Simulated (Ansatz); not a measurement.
Ansatz (a first-principles code) input (PBE0/def2-QZVPP):
A basis named .json is the Basis Set Exchange file of that set.

Ansatz 0.2 input:
```yaml
crystal:
  periodic: [false, false, false]
  atoms:
    - {symbol: C, position_ang: [-0.57228123, 0.00747040, -0.00078176]}
    - {symbol: F, position_ang: [0.71108630, -0.07346237, -0.05506023]}
    - {symbol: H, position_ang: [-0.92248287, 0.17658991, 1.10430640]}
    - {symbol: H, position_ang: [-0.90855118, 1.12961277, 0.01268942]}
    - {symbol: H, position_ang: [-1.13505528, -0.68986378, -0.61676320]}
basis:
  gaussian:
    orbitals: def2-QZVPP.json
hamiltonian:
  xc: {name: PBE0}
total_charge: 1
magnetization: {spin_polarized: true, initial_magnetization: 1}
```

Output:

```
Functional definition: PBE0
integrals: 0.05 GiB planned
552 factors; their error is unknown
mean field: 0.88 GiB planned
mean field evaluation 1: about -3780.4313 eV, gradient 5.0e1 eV
mean field evaluation 2: about -3765.0458 eV, gradient 8.4e1 eV
mean field evaluation 4: about -3788.0305 eV, gradient 4.3e0 eV
mean field evaluation 8: about -3788.1029 eV, gradient 4.6e-2 eV
mean field evaluation 16: about -3788.1038 eV, gradient 4.6e-5 eV
mean field -3788.10378828 eV, -139.2102465505 hartree, gradient 4.6e-5 eV, S^2 0.753932; 0 other end points of the search recorded, 0 dependent functions left out
reference -3788.10380838 eV, -139.2102472888 hartree; 9, 8 occupied and 195, 196 virtual orbitals, 552 factors
Total energy: -3788.10380838 eV, -139.2102472888 hartree
```
